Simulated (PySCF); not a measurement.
These 3 structures share the formula C4H3NS. Computed with PBE0-D3(BJ)/def2-SVP geometry optimisation, gas phase in PySCF. Energies are electronic, without zero-point or thermal terms, for one conformer each. No frequencies were run at this level. Point groups hold within 0.08 Å.

Question: Rank from lowest to highest electronic energy at this level (kJ/mol).
A. `[N:1]#[C:2][CH2:3][CH:4]=[C:5]=[S:6]` with C2–C3–C4–C5 -114°
B. `CC(=C=S)C#N`
C. `[N:1]#[C:2]/[CH:3]=[CH:4]\[CH:5]=[S:6]` with C3–C4–C5–S6 -179°

Answer: C (0.0), B (3.9), A (21.0).

As drawn, the highest has cumulated double bonds, which the lowest lacks. Neighbours under 10 kJ/mol apart (N#C/C=C\C=S and CC(=C=S)C#N) can change places with a better method, another conformer or zero-point energy.

```json
{"SMILES": "N#C/C=C\\C=S", "E (Eh)": "-606.44986", "E rel (kJ/mol)": "0.0", "dipole (D)": "2.93", "point group": "Cs", "A, B, C (MHz)": "9576, 1302, 1146"}
{"SMILES": "CC(=C=S)C#N", "E (Eh)": "-606.44837", "E rel (kJ/mol)": "3.9", "dipole (D)": "3.96", "point group": "Cs", "A, B, C (MHz)": "5223, 1721, 1305"}
{"SMILES": "N#CCC=C=S", "E (Eh)": "-606.44185", "E rel (kJ/mol)": "21.0", "dipole (D)": "3.32", "point group": "C1", "A, B, C (MHz)": "11691, 1096, 1054"}
```
